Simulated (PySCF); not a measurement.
PySCF input file for formic acid (CH2O2), SMILES O=CO, PBE0/pcSseg-2. Coordinates come from a PBE0-D3(BJ)/def2-TZVP optimisation. Other conformers were not sampled.

```python
import numpy as np
from pyscf import gto, scf, dft
from pyscf.prop.nmr import rks as nmr

mol = gto.M(
    atom='''
    O    -0.09003761   -1.11065718    0.00000000
    C     0.39658972    0.13266496    0.00000000
    O    -0.26222218    1.12865662   -0.00000000
    H    -1.05667745   -1.04136890   -0.00000000
    H     1.49521741    0.10138368   -0.00000001
    ''',
    basis='pcSseg-2',
    charge=0,
    spin=0,
    max_memory=1600,
    verbose=3,
)
mf = dft.RKS(mol, xc='pbe0')
mf.grids.level = 3
mf.conv_tol = 1e-10
mf.max_cycle = 100
mf.kernel()
n = nmr.NMR(mf)
n.verbose = 2
n.max_cycle_cphf = 60
sigma = n.kernel()
print('atom   isotropic/ppm   span/ppm')
for i, s in enumerate(sigma):
    w = np.linalg.eigvalsh((s + s.T) / 2)
    print(f'{mol.atom_symbol(i):2s}{i + 1:3d} {w.mean():14.3f} {w[2] - w[0]:11.3f}')
```

Output:

```
converged SCF energy = -189.640576106419
atom   isotropic/ppm   span/ppm
O   1        117.152     301.447
C   2         17.380     169.691
O   3       -107.164     622.887
H   4         25.383      11.274
H   5         23.545       6.304
```

Self-consistency was reached.

Cost: very roughly 26 core-seconds.
